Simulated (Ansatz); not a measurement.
Worked example: the enthalpy of formation of C2H3ClO (acetyl chloride)

C2H3ClO: 7 atoms, total charge 0, spin state singlet. SMILES: `CC(=O)Cl`. Geometry: relaxed at PBE0-D4/def2-TZVP.

Total energies at SVWN5/cc-pVDZ (Ansatz 0.2.0); the atoms run unrestricted:

```tsv
species	state	energy (Eh)
C2H3ClO	singlet	-610.716872
C	triplet	-37.457783
O	triplet	-74.494561
Cl	doublet	-458.638416
H	doublet	-0.477467
```

Harmonic wavenumbers at PBE0-D4/def2-TZVP, in cm⁻¹: 136, 346, 451, 528, 622, 972, 1041, 1124, 1383, 1454, 1457, 1909, 3072, 3150, 3180.

Measured heats of formation of the gaseous atoms at 298.15 K, in kJ/mol: C 716.9, O 249.2, Cl 121.3, H 218.0. Spin-orbit lowering of the atoms at 298 K (mean of the ground term's levels less their thermal mean, from spectra), in kJ/mol: C 0.02, O 0.40, Cl 3.44. Take 1 Eh = 2625.50 kJ/mol, 1 cm⁻¹ = 0.0119627 kJ/mol, RT = 2.479 kJ/mol.

Work out the heat of formation of the gas at 298 K.


1. Electronic atomisation energy: 2 × (-37.457783) + (-74.494561) + (-458.638416) + 3 × (-0.477467) − (-610.716872) = 1.235928 Eh = 3244.9 kJ/mol.
2. Zero-point energy: half the sum of the wavenumbers, 10412.5 cm⁻¹ = 124.6 kJ/mol.
3. Thermal vibrational enthalpy, Σ hcν̃/(exp(hcν̃/kT) − 1): 4.6 kJ/mol. Translation, rotation and pV of a non-linear molecule: 4 RT = 9.9 kJ/mol.
4. The 7 free atoms carry 5/2 RT each: 43.4 kJ/mol.
5. Spin-orbit coupling lowers the free atoms by 2 × 0.02 + 0.40 + 3.44 = 3.9 kJ/mol.
6. Atomisation enthalpy at 298 K: 3244.9 − 3.9 − 124.6 − 4.6 − 9.9 + 43.4 = 3145.3 kJ/mol.
7. Sum of the atoms' heats of formation: 2458.3 kJ/mol. Heat of formation: 2458.3 − 3145.3 = -687.0 kJ/mol.

The tabulated value is -241.5 kJ/mol (Active Thermochemical Tables), so this level is off by -445.5 kJ/mol, or 16.5 % of the atomisation enthalpy that the table implies (2699.7 kJ/mol). The LDA overbinds, which puts heats of formation too low. Anharmonicity and any spin-orbit splitting of the molecule are left out.
